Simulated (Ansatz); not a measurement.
H2N, SMILES `[NH2+]` (lower triplet) (charge 1, multiplicity 3). This triplet lies 1.22 eV below the relaxed singlet at the level composite: frozen-core CCSD(T) with HF/cc-pV5Z and the correlation energy extrapolated as X^-3 from cc-pVQZ and cc-pV5Z, plus full CI minus CCSD(T) in cc-pVDZ // PBE0-D3(BJ)/def2-TZVP (Ansatz, an electronic-structure program).

Cartesian coordinates (Å):
SMILES: [NH2+]
```xyz
3

N      0.0004    -0.1576     0.0000
H      1.0067     0.0815     0.0000
H     -1.0071     0.0761     0.0000
```
Charge +1, spin multiplicity 3.

Frozen-core energies in cc-pVDZ from Ansatz at a geometry from PBE0-D3(BJ)/def2-TZVP; the HF reference has <S^2> = 2.02 and the T1 diagnostic is 0.009.

| level | energy (Ha) |
|---|---|
| HF | -55.22018 |
| MP2 | -55.32186 |
| CCSD | -55.34197 |

Task: Estimate the energies of CCSD(T), CCSDT, CCSDT(Q) and CCSDTQ, and give each level's difference from CCSDTQ.

Result: 
| level | energy (Ha) | difference from CCSDTQ (mHa) |
|---|---|---|
| MP2 | -55.32186 | 22.09 |
| CCSD | -55.34197 | 1.98 |
| CCSD(T) | -55.34355 | 0.40 |
| CCSDT | -55.34385 | 0.09 |
| CCSDT(Q) | -55.34393 | 0.01 |
| CCSDTQ | -55.34395 | 0.00 |
